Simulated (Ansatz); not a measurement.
# BN (triplet): from Hartree-Fock to the top rungs at distance B1–N2 = 3.534 Å, 6-31G

How much of the correlation energy of BN (triplet) does each wave-function method recover here?

Program: Ansatz 0.2.0, Gaussian basis. Level of theory: 6-31G, core rule «outside noble gas», up to 2 orbitals frozen. These are calculated values, not measurements.

The runs, in order: UHF; CCSD(T) on ROHF; CCSD(T) on UHF; BCCD(T) on ROHF; CISD; CCSDT(Q) on ROHF; CCSDT(Q) on UHF; CISDTQ; CCSDTQ on ROHF; CCSDTQ on UHF; CASSCF and MRCISD+Q, 4 electrons in 4 orbitals; CASSCF and NEVPT2, 4 electrons in 4 orbitals; CASSCF and MRCISD+Q, 8 electrons in 8 orbitals; CASSCF and MRCISD+Q(relaxed), 8 electrons in 8 orbitals; CASSCF and NEVPT2, 8 electrons in 8 orbitals; Full CI.

12 further runs of the same task are left out: 11 that didn't finish, 1 set aside as unsound or not needed.

### 1 The system

The geometry derives from a PBE0/def2-TZVP stationary point (not a proven minimum). One bond is set to the value named and the two fragments are kept rigid.

2 atoms, charge 0, spin multiplicity 3.

Atoms are counted from 1 here; the program's logs count them from 0.

No contacts short enough for the rule that draws bonds.

### 2 UHF

in.yaml

```yaml
crystal:
  periodic: [false, false, false]
  atoms:
    - {symbol: B, position_ang: [0.000000, 0.000000, 0.000000]}
    - {symbol: N, position_ang: [0.000000, 0.000000, 3.534000]}
basis:
  gaussian: {orbitals: 6-31G}
magnetization: {spin_polarized: true, initial_magnetization: 2}
hamiltonian: {xc: hf}
output: {orbitals: {seedname: orbitals}}
```

The run is started by

```console
$ ansatz run in.yaml --threads 1 --pin off --events-out ev --progress --plain --max-ram 2393MiB
```

Further steps of the session: CCSD(T) on ROHF; CCSD(T) on UHF; BCCD(T) on ROHF; CISD; CCSDT(Q) on ROHF; CCSDT(Q) on UHF; CISDTQ; CCSDTQ on ROHF; CCSDTQ on UHF; CASSCF and MRCISD+Q, 4 electrons in 4 orbitals; CASSCF and NEVPT2, 4 electrons in 4 orbitals; CASSCF and MRCISD+Q, 8 electrons in 8 orbitals; CASSCF and MRCISD+Q(relaxed), 8 electrons in 8 orbitals; CASSCF and NEVPT2, 8 electrons in 8 orbitals; Full CI.

Before running them: what should the planned runs give, taken together? Wanted: FCI below the RHF energy; RMP2 from FCI; UMP2 from FCI; RCCSD from FCI; RCCSD(T) from FCI; UCCSD(T) from FCI; RCCSDT(Q) from FCI; UCCSDT(Q) from FCI; NEVPT2 pair from FCI.

As calculated:

```
                         quantity                                                                                                                                                                 value
         FCI below the RHF energy                                                                                                                                                            -5.9397 eV
                    RMP2 from FCI                                                                                                                                                       +61.24 kcal/mol
                    UMP2 from FCI                                                                                                                                                       +17.48 kcal/mol
                   RCCSD from FCI                                                                                                                                                        +1.59 kcal/mol
                RCCSD(T) from FCI                                                                                                                                                        +1.04 kcal/mol
                UCCSD(T) from FCI                                                                                                                                                        +0.50 kcal/mol
               RCCSDT(Q) from FCI                                                                                                                                                        +0.24 kcal/mol
               UCCSDT(Q) from FCI                                                                                                                                                        -0.01 kcal/mol
             NEVPT2 pair from FCI                                                                                                                                                       +18.79 kcal/mol
           MRCISD+Q pair from FCI                                                                                                                                                        -0.98 kcal/mol
          NEVPT2 valence from FCI                                                                                                                                                       +10.00 kcal/mol
levels within 1 kcal/mol (43 meV)  UCCSD, UCCSD(T), BCCD(T), RCCSDT, UCCSDT, CISDTQ, RCCSDT(Q), UCCSDT(Q), RCCSDTQ, UCCSDTQ, MRCISD+Q pair, MRCISD valence, MRCISD+Q valence, MRCISD+Q(relaxed) valence
                    T1 diagnostic                                                                                                                                                                 0.309
   effectively unpaired electrons                                                                                                                                                                  3.93
```

**Reading.** RCCSD(T) lands +1.04 kcal/mol from the yardstick (0.8 % of the correlation energy). CCSD(T) misses by +1.04 kcal/mol on the restricted determinant and by +0.50 kcal/mol on the unrestricted one; the two need not hold the same state or core. MRCISD+Q pair, MRCISD+Q(relaxed) valence fall below full CI: the +Q correction isn't variational, and the cores differ from full CI's. The occupations show strong static correlation (3.9 unpaired electrons where one determinant has 2). Coupled cluster on one determinant still stays close here. Of the multireference levels listed MRCISD+Q valence comes nearest in total energy (-0.02 kcal/mol), which doesn't show that its space is the better one. Coupled cluster took another determinant than the lowest Hartree-Fock one. These misses are within one basis, not against nature; the frozen cores of restricted and unrestricted runs differ, which can shift their rows.
